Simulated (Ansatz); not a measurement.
A made-up structure of BSiNH4, singlet:

B1  (1.194, -0.344, 0.603)
Si2  (0.053, 0.126, -0.586)
N3  (-1.710, 0.512, -0.239)
H4  (-2.574, 1.010, -0.026)
H5  (0.466, -0.215, -1.964)
H6  (1.537, -1.437, 0.703)
H7  (1.216, 0.202, 1.615)
(Å)

It is relaxed with PBE-D4/def2-SVP and then PBE0-D4/def2-TZVP (Ansatz 0.2.0). Atoms count as bonded within 1.22 times the sum of their covalent radii (H–H: 0.88 Å). The end point is not checked to be a true minimum.

Problem. Does its bonding change? (A judgement: the text doesn't fix the answer.)

Solution. Computed: No: no bond forms or breaks.

Where it ends: The first stage lowers the energy by 2.46 eV in 20 steps. It ends as BSiNH₄ ([BH2][SiH][NH]):
```csv
atom,x (Å),y (Å),z (Å)
B1,1.0220,-0.4102,0.7849
Si2,-0.1559,0.1081,-0.7501
N3,-1.6741,0.6228,-0.6312
H4,-2.0595,0.8062,0.2885
H5,0.3510,-0.1050,-2.1285
H6,1.5463,-1.4839,0.8181
H7,1.1528,0.3158,1.7235
```

Labels in which every atom is bracketed show which atoms are joined, not bond orders.

For scale, one of the runs: PBE0-D4/def2-TZVP relaxation, 123 basis functions, launched by `ansatz run in.yaml --threads 2 --pin off --events-out ev --progress --plain --max-ram 4352MiB`. Hardware: 2 CPU threads of an Intel Xeon Platinum 8259CL, shared host. Wall time about 32 s.
